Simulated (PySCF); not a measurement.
This PySCF input (PBE/def2-SVP) gives -152.31231 Eh with 52 basis functions.

```python
import numpy as np, basis_set_exchange as bse
from pyscf import gto, scf, dft, df

basis = {'C': gto.basis.parse(bse.get_basis('def2-SVP', elements=['C'], fmt='nwchem')), 'H': gto.basis.parse(bse.get_basis('def2-SVP', elements=['H'], fmt='nwchem')), 'O': gto.basis.parse(bse.get_basis('def2-SVP', elements=['O'], fmt='nwchem'))}
mol = gto.M(
    atom='''
    C     0.00913574    0.00173503   -1.20562697
    C    -0.00077797   -0.00014775    0.10266711
    H     0.02818759    0.94008178   -1.73766571
    H    -0.00183081   -0.93507619   -1.74059173
    O    -0.00956292   -0.00181616    1.26200208
    ''',
    basis=basis,
    charge=0,
    verbose=4,
    max_memory=8640,
)
mf = dft.RKS(mol, xc='pbe')
mf.grids.level = 3
mf = mf.density_fit(auxbasis=df.autoaux(mol))
mf.conv_tol = 1e-9
mf.max_cycle = 100
print('smallest overlap eigenvalue', np.linalg.eigvalsh(mol.intor('int1e_ovlp'))[0])
mf.kernel()
dip = mf.dip_moment()
```

Change:
```diff
- basis = {'C': gto.basis.parse(bse.get_basis('def2-SVP', elements=['C'], fmt='nwchem')), 'H': gto.basis.parse(bse.get_basis('def2-SVP', elements=['H'], fmt='nwchem')), 'O': gto.basis.parse(bse.get_basis('def2-SVP', elements=['O'], fmt='nwchem'))}
+ basis = {'C': gto.basis.parse(bse.get_basis('cc-pVDZ', elements=['C'], fmt='nwchem')), 'H': gto.basis.parse(bse.get_basis('cc-pVDZ', elements=['H'], fmt='nwchem')), 'O': gto.basis.parse(bse.get_basis('cc-pVDZ', elements=['O'], fmt='nwchem'))}
```

Q: What does the run give now?

A: -152.43481 Eh (PBE/cc-pVDZ, 52 functions), a change of -122.50 mEh.
